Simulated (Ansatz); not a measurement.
```yaml
crystal:
  periodic: [true, true, true]
  atoms:
    - {symbol: C, position_ang: [-0.926939, -0.810019, 0.417630]}
    - {symbol: C, position_ang: [0.390849, -0.178198, 0.665612]}
    - {symbol: C, position_ang: [1.008584, 0.687719, -0.140913]}
    - {symbol: C, position_ang: [0.454023, 1.119953, -1.376673]}
    - {symbol: N, position_ang: [0.014793, 1.477691, -2.380499]}
    - {symbol: H, position_ang: [-1.623289, -0.564825, 1.225528]}
    - {symbol: H, position_ang: [-1.362908, -0.491165, -0.529440]}
    - {symbol: H, position_ang: [-0.830069, -1.900046, 0.411299]}
    - {symbol: H, position_ang: [0.899640, -0.444303, 1.588124]}
    - {symbol: H, position_ang: [1.975306, 1.103193, 0.119342]}
basis:
  gaussian: {orbitals: aug-pcseg-2}
hamiltonian: {xc: {name: B2PLYP}}
accuracy: high
scf: {lower_state_search: off}
```

```sh
$ ansatz run in.yaml --threads 2 --pin off --events-out ev --progress --plain --max-ram 20480MiB --backend cuda --devices 0, --max-vram 18GiB
```

It prints (some lines left out):

```
Error: YAML parse error: error: line 2 column 3: crystal: missing field `lattice` (a structure is typed as `lattice` and `atoms`, a molecule's as `atoms` in Å alone, or read from a run's directory, `checkpoint`)
 --> <input>:2:3
1 | crystal:
2 |   periodic: [true, true, true]
3 |   atoms:
4 |     - {symbol: C, position_ang: [-0.926939, -0.810019, 0.417630]}
```

In this input the molecule is marked periodic without a cell. The program refused the input.
